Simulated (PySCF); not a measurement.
Order these species by their calculated properties.

Each SMILES stands for a single optimised conformer of the isolated species, non-relativistic unless stated. Electronic properties by PySCF.

Dipoles, sizes and rotational constants follow the conformer. The torsions of the flexible species, by atom-mapped SMILES:
- `[CH2:1]=[CH:2][c:3]1[n:4][cH:5][n:6][c:7]([C:8]#[N:9])[n:10]1`: C1–C2–C3–N4 180°
- `[O:1]=[CH:2][c:3]1[n:4][cH:5][n:6][n:7]1[SiH3:8]`: O1–C2–C3–N4 180°
- `[CH3:1][CH2:2][C:3]([CH3:4])([CH3:5])[F:6]`: C1–C2–C3–C4 56°
- `[CH3:1][O:2][SiH2:3][S:4][SiH2:5][S:6][CH3:7]`: C1–O2–Si3–S4 -47°, O2–Si3–S4–Si5 -168°, Si3–S4–Si5–S6 -166°, S4–Si5–S6–C7 -39°
- `[CH:1]#[C:2][c:3]1[n:4][n:5][n:6][cH:7][c:8]1[CH:9]=[CH2:10]`: C7–C8–C9–C10 -17°
- `[CH3:1][CH2:2][CH2:3][CH2:4][CH2:5][F:6]`: C1–C2–C3–C4 179°, C2–C3–C4–C5 176°, C3–C4–C5–F6 -66°
- `[CH3:1][CH2:2][CH:3]([F:4])[CH2:5][CH3:6]`: C1–C2–C3–F4 -63°, C2–C3–C5–C6 -177°

The conformers of `COC1=CC[P@H](=O)C1` aren't listed.

Question: Rank by HOMO energy, highest first (CAM-B3LYP/def2-SVPD at GFN2-xTB geometries).
A. `CCC(C)(C)F`
B. `c1cnc2nccnc2n1`
C. `O=Cc1ncnn1[SiH3]`
D. `COC1=CC[P@H](=O)C1`
E. `C=Cc1ncnc(C#N)n1`

Answer: D (-8.26 eV), B (-8.65 eV), C (-9.55 eV), E (-9.71 eV), A (-10.36 eV).

Q: Give the two extremes of that set in hartree.

A: `CCC(C)(C)F`: -0.381 Eh; `COC1=CC[P@H](=O)C1`: -0.304 Eh.

Question: Rank by lowest singlet excitation, highest first (TDDFT CAM-B3LYP/def2-SVPD at GFN2-xTB geometries).
A. `C=Cc1ncnc(C#N)n1`
B. `COC1=CC[P@H](=O)C1`
C. `O=Cc1ncnn1[SiH3]`
D. `CCC(C)(C)F`
E. `c1cnc2nccnc2n1`
F. `CO[SiH2]S[SiH2]SC`
G. `C#Cc1c(C=C)cnnn1`

Answer: D (8.74 eV), B (6.41 eV), F (5.40 eV), A (4.36 eV), C (4.01 eV), G (3.40 eV), E (3.07 eV).

Question: Rank by electronic spatial extent ⟨r²⟩ about the centre of nuclear charge, lowest first (CAM-B3LYP/def2-SVPD at GFN2-xTB geometries).
A. `CO[SiH2]S[SiH2]SC`
B. `c1nc(n([SiH3])n1)C=O`
C. `CCCCCF`
D. `CCC(C)(C)F`

Answer: D (642 bohr²), C (945 bohr²), B (983 bohr²), A (2473 bohr²).

Q: Give the two extremes of that set in Å².

A: `CCC(C)(C)F`: 180 Å²; `CO[SiH2]S[SiH2]SC`: 693 Å².

Question: Rank by dipole moment, lowest first (CAM-B3LYP/def2-SVPD at GFN2-xTB geometries).
A. `CO[SiH2]S[SiH2]SC`
B. `C=Cc1ncnc(C#N)n1`
C. `CCC(C)(C)F`
D. `c1nc2c(nccn2)nc1`
E. `O=Cc1ncnn1[SiH3]`
F. `C#CC1=C(C=C)C=NN=N1`

Answer: D (0.00 D), E (0.48 D), A (1.34 D), C (1.94 D), B (4.22 D), F (5.89 D).

Question: Rank by HOMO–LUMO gap, highest first (CAM-B3LYP/def2-SVPD at GFN2-xTB geometries).
A. `C=Cc1ncnc(C#N)n1`
B. `c1cnc2nccnc2n1`
C. `C#Cc1nnncc1C=C`
D. `CO[SiH2]S[SiH2]SC`
E. `C(C)C(CC)F`
F. `CCC(C)(C)F`
G. `COC1=CC[P@H](=O)C1`

Answer: E (11.74 eV), F (11.62 eV), G (9.33 eV), D (8.79 eV), A (7.93 eV), C (7.00 eV), B (6.73 eV).

Question: Rank by lowest triplet excitation (Tamm–Dancoff), highest first (TDA CAM-B3LYP/def2-SVPD at GFN2-xTB geometries).
A. `COC1=CC[P@H](=O)C1`
B. `CO[SiH2]S[SiH2]SC`
C. `CCC(C)(C)F`
D. `c1(C=C)ncnc(n1)C#N`
E. `c1cnc2nccnc2n1`

Answer: C (8.57 eV), B (5.05 eV), A (4.39 eV), D (3.41 eV), E (2.65 eV).

Q: Give the two extremes of that set in kJ/mol.

A: `c1cnc2nccnc2n1`: 256 kJ/mol; `CCC(C)(C)F`: 827 kJ/mol.
